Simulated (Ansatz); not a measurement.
A nudged elastic band was laid between two geometries of CH4BS (7 atoms, charge 0, multiplicity 2).

Level of theory: Ansatz 0.2.0, UKS B3LYP-D4/def2-SVP.

* movable images: 5
* climbing image: yes
* spring: 5.0 eV/Å²
* optimiser: quadratic models (default)
* start path: IDPP
* force threshold: 0.05 eV/Å
* iteration limit: 60
* end points: relaxed

Initial state:

```xyz
7
Properties=species:S:1:pos:R:3
B -1.723 -0.352 -0.351
S -0.271 -0.936 0.409
C 1.001 0.369 0.118
H -2.778 -0.924 -0.380
H 1.225 0.441 -0.955
H 0.643 1.336 0.494
H 1.903 0.065 0.666
```

Final state:

```xyz
7
Properties=species:S:1:pos:R:3
B -1.162 -1.281 -0.472
S -0.901 0.109 0.541
C 0.810 0.687 0.159
H -2.164 -1.942 -0.510
H 0.917 0.861 -0.919
H 0.961 1.627 0.707
H 1.540 -0.060 0.495
```

(1) What changes between the two ends?

(2) Give the energies along the band, and the barrier.

(3) What is the geometry of the highest image?

The band took 4 iterations and roughly 25 core-seconds.

## Answers

(1) No bond is made or broken. The dihedral B1–S2–C3–H5 goes from -66 to 55°. The two ends are copies of one structure, up to a mirror image or an exchange of like atoms.

(2) The run converged. The highest image is number 2 of 0 to 6, 0.001 eV above the ends, which have the same energy within 2 meV. The top lies less than 8 meV above the higher end, about what the thresholds resolve: that end is a shoulder or a very shallow well. A vibrational analysis at the climbing image gives no mode beyond 40i cm⁻¹: the surface is too flat there to confirm a saddle point.

```csv
image,path coordinate (Å),energy (eV),dihedral B1–S2–C3–H5 (°)
0,0.00,0.000,-66
1,0.36,0.000,-46
2,0.71,0.001,-26
3,1.07,0.000,-6
4,1.43,0.000,14
5,1.79,0.000,34
6,2.15,0.000,55
```

(3) 
```xyz
7
Properties=species:S:1:pos:R:3
B -1.556 -0.665 -0.602
S -0.418 -0.652 0.716
C 0.939 0.485 0.196
H -2.588 -1.278 -0.625
H 0.995 0.525 -0.898
H 0.748 1.489 0.601
H 1.879 0.096 0.611
```

Time of the run: 25 s on 1 thread of AMD EPYC 9R45 96-Core Processor (Zen 5), on a shared host, peak memory 0.17 GiB.
